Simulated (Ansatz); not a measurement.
Compare A (`CC(O)(O)O`) with its isomer B (`COC(O)O`).

Computed with Ansatz on PBE0-D4/def2-TZVP structures; ΔE is electronic, products minus reactants. CBS: MP2 limit from def2 TZ/QZ plus the TZ coupled-cluster correction, frozen cores. Functionals use def2-TZVPP. B3LYP here is the variant with VWN-RPA as its local correlation; programs differ in this. One conformer a species, not always the lowest.

Q: Which isomer does CCSD(T)/CBS put lower? Give the gap. (Estimate.)

A: Ansatz gave: A, by 60.5 kJ/mol.

Q: Give E(B) − E(A) in kJ/mol with B3LYP, CCSD/def2-TZVPP, HF/def2-TZVPP, PBE0-D4, CCSD(T)/def2-TZVPP, r2SCAN-D4, MP2/def2-TZVPP. (Estimate.)

A: Computed: B3LYP 48.7, CCSD/def2-TZVPP 56.9, HF/def2-TZVPP 47.8, PBE0-D4 56.2, CCSD(T)/def2-TZVPP 57.6, r2SCAN-D4 58.0, MP2/def2-TZVPP 61.7. None reverses the order clearly.

Largest T1 diagnostic: 0.011.

In def2-TZVPP, CCSD(T) changes the Hartree–Fock value by +9.8 kJ/mol (the triples alone add +0.7 kJ/mol) and MP2 by +13.9 kJ/mol. From PBE to PBE0 (25 % exact exchange), in def2-TZVPP and without D4, E(B) − E(A) moves by +3.1 kJ/mol.
